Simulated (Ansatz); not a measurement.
For zinc-blende ZnS, r²SCAN (plane waves, PAW; Ansatz, an electronic-structure program) gives:

| Quantity | Result |
|---|---|
| lattice constant a | 5.389 Å |
| bulk modulus B0 | 78.6 GPa |
| cohesive energy | 3.20 eV/atom |
| band gap at the measured cell | 2.65 eV |

Problem. What does r²SCAN0 (PAW; Ansatz) give for the same quantities?

Solution. 
- lattice constant a: 5.393 Å (rises by 0.1 %)
- bulk modulus: 80.9 GPa (goes up by 2.9 %)
- cohesive energy: 3.15 eV/atom (falls by 0.05 eV/atom)
- band gap at the measured cell: 4.32 eV (increases by 1.67 eV)

For comparison: lattice constant a 5.41 Å (measured, room temperature, not corrected to a static lattice; as tabulated in Albrecht et al. (1997), arXiv:cond-mat/9706128); bulk modulus 77.1 GPa (measured, temperature not stated, no zero-point or thermal correction, our sources range from 74.5 to 77.1; as tabulated in Toher et al. (2017), arXiv:1611.05714); cohesive energy 3.21 eV/atom (measured, zero-point energy (9/8 kB θD) added and atomic spin-orbit splittings removed, spin-orbit-averaged atoms; as tabulated in Albrecht et al. (1997), arXiv:cond-mat/9706128); band gap 3.94 eV (measured, zero-point renormalisation of 0.1 eV added back here (the table's ZPR column); inputs from Chen et al. (2018), doi:10.1103/physrevmaterials.2.073803).

Changes are worked out from the printed values.

Unless a cell is named, each level is at its own relaxed cell (r²SCAN 19.56, r²SCAN0 19.61 Å³/atom).

Density-functional gaps are differences of (generalised) Kohn–Sham levels.

Ansatz's density-functional and Hartree–Fock values are scalar-relativistic unless marked +SOC, with PAW data made under PBE.
